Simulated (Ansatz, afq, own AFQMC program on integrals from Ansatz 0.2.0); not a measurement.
## Atomization energy of CH2Ge, singlet, worked out

```json
{"atom": "Ge", "x (Å)": "0.0000", "y (Å)": "0.0000", "z (Å)": "0.3030"}
{"atom": "C", "x (Å)": "0.0000", "y (Å)": "0.0000", "z (Å)": "-1.4834"}
{"atom": "H", "x (Å)": "0.0000", "y (Å)": "-0.9122", "z (Å)": "-2.0790"}
{"atom": "H", "x (Å)": "0.0000", "y (Å)": "0.9122", "z (Å)": "-2.0790"}
```

Connectivity, by distances: Ge–CH2.

Basis cc-pVDZ. Only valence electrons are correlated. AFQMC by an in-house program on the Cholesky factors that Ansatz 0.2.0 writes for its CCSD(T) run. The CISD trial takes its coefficients from CCSD amplitudes. Released means that phaseless walkers are propagated on without the constraint, phases kept. Uncertainties: one standard error, sampling alone. No spin–orbit coupling.

Total energies in eV. CBS is CCSD(T) at the limit of def2-TZVPP/QZVPP (extrapolated itself); the highest rung of each member is named.

Cautions: inner d shell frozen; no relativity below Rb; no spin-orbit coupling; CH₂Ge (singlet): higher spins were not checked, restricted determinant unstable towards unrestricted (UHF 127 meV lower, ⟨S²⟩ 0.40).

```json
{"member": "Ge (triplet)", "count": "+1", "CCSD(T)/cc-pVDZ": "-56473.1139", "highest rung in cc-pVDZ": "-56473.1222", "which": "FCI", "CCSD(T)/CBS": "-56475.5964"}
{"member": "C (triplet)", "count": "+1", "CCSD(T)/cc-pVDZ": "-1027.5122", "highest rung in cc-pVDZ": "-1027.5214", "which": "FCI", "CCSD(T)/CBS": "-1028.3149"}
{"member": "H (doublet)", "count": "+2", "CCSD(T)/cc-pVDZ": "-13.5861", "highest rung in cc-pVDZ": "-13.5861", "which": "FCI", "CCSD(T)/CBS": "-13.6059"}
{"member": "CH₂Ge, singlet", "count": "-1", "CCSD(T)/cc-pVDZ": "-57539.7173", "highest rung in cc-pVDZ": "-57539.7633", "which": "CCSDT(Q)", "CCSD(T)/CBS": "-57544.1560"}
```

Work out the best estimate of the atomization energy: the CCSD(T)/CBS difference plus the step from CCSD(T) to the highest rung.

Sums with the counts: CCSD(T)/CBS 13.0329 eV, highest rung 11.9475 eV, CCSD(T)/cc-pVDZ 11.9190 eV. The step is 11.9475 − 11.9190 = 0.0285 eV, so the best estimate is 13.0329 + (0.0285) = 13.0614 eV = 301.2 kcal/mol. The basis set is worth 1.114 eV of it. Zero-point, core-correlation and spin–orbit terms aren't in it. Past Ne the Hartree–Fock part of each CBS total tends to overshoot, since the cores don't follow the formula; that largely cancels in the difference.

Best estimates are given only where the step beyond CCSD(T) is under 0.3 eV and no member's determinant is very poor (T1 over 0.05, or 0.07 for open shells, ⟨S²⟩ too high by 0.3, two states mixed), so the hardest cases are missing from such tables.

CCSDT and higher add their correlation energy to the determinant of the CCSD(T) run, since their own runs factorise the integrals more tightly (a shift of under 2 meV). Each member of a difference takes its own highest rung, so a best estimate needn't equal the limit plus the step of one row.
